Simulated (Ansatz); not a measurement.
chloromethane (SMILES CCl) moved off its minimum; all values from Ansatz (an electronic-structure program), cores frozen in correlated methods.
(charge 0, multiplicity 1)
```xyz
5

C     -1.2231     0.0054    -0.1770
Cl     0.6142    -0.0528     0.1445
H     -1.6401    -0.7088    -0.4973
H     -1.5486    -0.6582     0.8840
H     -1.4905     0.9247    -0.1846
```

| level | largest force (eV/Å) | on atom | rms difference from CCSD(T)/aug-cc-pV(T+d)Z (eV/Å) | dipole (D) |
|---|---|---|---|---|
| HF/def2-TZVPP | 13.56 | C1 | 0.385 | 2.25 |
| PBE/def2-TZVPP | 13.11 | H3 | 0.132 | 1.93 |
| r2SCAN/def2-TZVPP | 12.89 | H3 | 0.071 | 2.05 |
| B3LYP/def2-TZVPP | 12.77 | H3 | 0.130 | 2.00 |
| wB97M-V/def2-TZVPP | 12.85 | C1 | 0.101 | 2.01 |
| MP2/aug-cc-pV(T+d)Z | 13.08 | C1 | 0.129 | 2.00 |
| CCSD(T)/aug-cc-pV(T+d)Z | 13.03 | H3 | 0.000 | 1.97 |

The differences count from one level among others, with limits of its own. Forces at CCSD(T)/aug-cc-pV(T+d)Z (eV/Å):

```tsv
atom	Fx	Fy	Fz
C1	7.723	0.853	10.149
Cl2	-1.227	-0.098	-1.018
H3	-4.914	-9.410	-7.556
H4	0.547	2.928	-1.287
H5	-2.130	5.727	-0.287
```
